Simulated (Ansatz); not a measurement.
A CCSD(T) single point on `[Li][O][Li]`.

```yaml
crystal:
  periodic: [false, false, false]
  atoms:
    - {symbol: Li, position_ang: [0.110123, -1.597650, -0.109387]}
    - {symbol: O, position_ang: [-0.000444, -0.000017, -0.000245]}
    - {symbol: Li, position_ang: [-0.109678, 1.597657, 0.109632]}
basis:
  gaussian: {orbitals: def2-SVP}
correlation: {method: ccsd_t}
```

```sh
$ ansatz run in.yaml --threads 2 --pin off --events-out ev --progress --plain --max-ram 20480MiB --backend cpu
```

Log, shortened:

```
Functional definition: HF
384 factors; integrals over basis functions are off by at most 2.5e-4 eV
mean field evaluation 1: about -2432.6291 eV, gradient 6.3e1 eV
mean field evaluation 2: about -2432.6296 eV, gradient 6.3e1 eV
mean field evaluation 4: about -2440.8403 eV, gradient 6.5e0 eV
mean field evaluation 8: about -2440.9660 eV, gradient 6.5e-2 eV
mean field evaluation 16: about -2440.9595 eV, gradient 8.1e-1 eV
mean field evaluation 32: about -2430.8621 eV, gradient 4.3e-1 eV
mean field -2440.96599701 eV, -89.7038458439 hartree, gradient 2.2e-6 eV, S^2 0.000000; 0 other end points of the search recorded, 0 dependent functions left out
1 core orbitals not correlated: weight in the atoms' cores, before any rotation towards them, 1.000 or more for the frozen orbitals, at most 0.000 for the correlated occupied ones
reference -2440.96599701 eV, -89.7038458439 hartree; 6, 6 occupied and 25, 25 virtual orbitals, 384 factors
second order -6.23200344 eV of doubles, -0.00000000 eV of singles
cycle   1  -5.76911107 eV  change    4.6e-1 eV  update   1.3e-1
cycle   2  -6.02382661 eV  change   -2.5e-1 eV  update   5.5e-2
cycle   3  -6.09334964 eV  change   -7.0e-2 eV  update   2.2e-2
cycle   4  -6.09053363 eV  change    2.8e-3 eV  update   6.6e-3
cycle   5  -6.08772943 eV  change    2.8e-3 eV  update   3.5e-3
cycle   6  -6.08817786 eV  change   -4.5e-4 eV  update   1.8e-3
cycle   7  -6.08833031 eV  change   -1.5e-4 eV  update   8.4e-4
cycle   8  -6.08824505 eV  change    8.5e-5 eV  update   4.0e-4
cycle   9  -6.08827003 eV  change   -2.5e-5 eV  update   9.4e-5
cycle  10  -6.08830551 eV  change   -3.5e-5 eV  update   4.5e-5
cycle  11  -6.08826486 eV  change    4.1e-5 eV  update   1.8e-5
cycle  12  -6.08825359 eV  change    1.1e-5 eV  update   7.0e-6
perturbative correction -0.18423318 eV, -0.0067704444 hartree
Total energy: -2447.23848378 eV, -89.9343554811 hartree
```

It took 0.41 s on 2 threads of an AMD EPYC 7R13 on a shared host, with 0.17 GiB of host memory at the peak.

MP2 recovers 99.4 % of the CCSD(T) correlation energy and the triples give 2.9 %; T1 = 0.0245.
